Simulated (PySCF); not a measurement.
Core binding energy against partial charge

Species: C4H4F2.
Bonds: F1–C2, C2–C3, C3–C4 (double), C4–F5, C4–C6, C3–C6. Hydrogens: H7, H8 on C2; H9, H10 on C6.

Binding energies: delta-SCF UKS SCAN, pcX-2 on the ionised atom, pcseg-1 elsewhere, spin-free X2C (PySCF). Charges: PBE0/pcSseg-1 ground-state density, for the ionised atom.

```csv
atom,environment,C 1s (eV),Mulliken (e),IAO (e),Hirshfeld (e),ESP (e)
C3,fully substituted alkene carbon,291.18,-0.266,-0.077,-0.029,-0.014
C6,allylic carbon,291.61,-0.209,-0.272,-0.090,-0.303
C4,vinylic C–F carbon,293.21,+0.246,+0.288,+0.077,+0.225
C2,sp3 C–F carbon,293.88,+0.254,+0.039,+0.037,-0.014
```

Question: Give the correlation coefficient and slope of binding energy on charge for each scheme.

Answer: Mulliken: r = 0.98, slope 4.4 eV per e; Hirshfeld: r = 0.79, slope 13.8 eV per e; IAO: r = 0.67, slope 3.7 eV per e; ESP: r = 0.51, slope 3.0 eV per e. Mulliken charges have the highest r, on only 4 points.

Question: The point-charge model writes a binding energy as kq + V + constant, with V the potential of the other atoms' charges at the site. What does it give with the Hirshfeld charges?

Answer: V = Σ 14.40 eV Å × q/r over all other atoms: +0.51 eV at C3, +1.26 eV at C6, -1.22 eV at C4, -0.04 eV at C2. Fitting binding energy − V to q gives k = 27.5 eV per e and leaves an rms residual of 0.58 eV, against 0.68 eV for the fit on q alone. The model has no term for differences in relaxation between sites.

The structure is a single PBE0-D3(BJ)/def2-SVP conformer in the gas phase; no vibrational or solvent corrections.

Conformer computed: `[F:1][CH2:2][C:3]1=[C:4]([F:5])[CH2:6]1`: F1–C2–C3–C4 -2°.
